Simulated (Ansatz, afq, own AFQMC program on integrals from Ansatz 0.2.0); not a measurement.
# Where AFQMC and coupled cluster stand for Si₂H₂, singlet

```xyz
4

Si    0.0000    0.0641    1.0054
Si    0.0000   -0.0046   -1.0948
H     0.0000   -0.3818    2.4302
H     0.0000   -1.2748    0.0623
```

Connectivity, by distances: SiH–Si, 1 bridging H.

Basis cc-pVDZ. Only valence electrons are correlated. Integrals, coupled cluster, full CI and functionals: Ansatz 0.2.0; the random walks run on the same integrals in our own AFQMC program. The CISD trial takes its coefficients from CCSD amplitudes. Released means that phaseless walkers are propagated on without the constraint, phases kept. Free projection: walkers drawn from exp(T), propagated without any constraint. Its projection time is finite, and what remains of the start isn't in its error. ± is one standard error of the sampling.

Determinant: UHF, the one that the program's search chose, which needn't be the lowest solution. The geometry is a point of a scan.

No full CI on the walks' own integrals is used here; CCSDT(Q) serves as the reference and is uncertain by about the last step of the cluster series.

Cautions: higher spins were not checked; an unrestricted solution with more broken spin lies lower (56 meV, ⟨S²⟩ 0.34), while this determinant keeps restricted orbitals.

- T1 diagnostic: 0.0194
- weight of the determinant in the CISD state: 0.838
- ⟨S²⟩ of the determinant: 0.000
- size of the correlated space: 10 electrons in 36 orbitals

Reference: CCSDT(Q), correlation energy -6.452 eV. The released energy is read at 2.40 1/Eh (meV from the phaseless value at times in 1/Eh: 2 ± 15 at 0.24, -29 ± 18 at 0.51, -19 ± 17 at 0.99, -22 ± 16 at 1.62, -36 ± 22 at 2.40).

```csv
level,E − E(reference) (mEh),share of correlation (%)
HF,237.12,0.00
MP2,46.32,80.47
CCSD,13.83,94.17
CCSD(T),2.28,99.04
CCSDT,1.01,99.57
ph-AFQMC/HF,-0.35 ± 2.20,100.15
ph-AFQMC/CISD,1.53 ± 0.51,99.36
released AFQMC,0.22 ± 0.81,99.91
free AFQMC,0.51 ± 0.48,99.79
```

Free projections are given only where their last times agree within the noise and don't stop above the reference; a slow remainder of the start can still hide under it. A walk keeps the symmetry of its determinant, which the program's search chose and which needn't be the lowest solution, so a lower state of the same spin and another symmetry isn't excluded. Released energies are given only where the last usable release times agree within the noise; a slower fall can still hide under it.
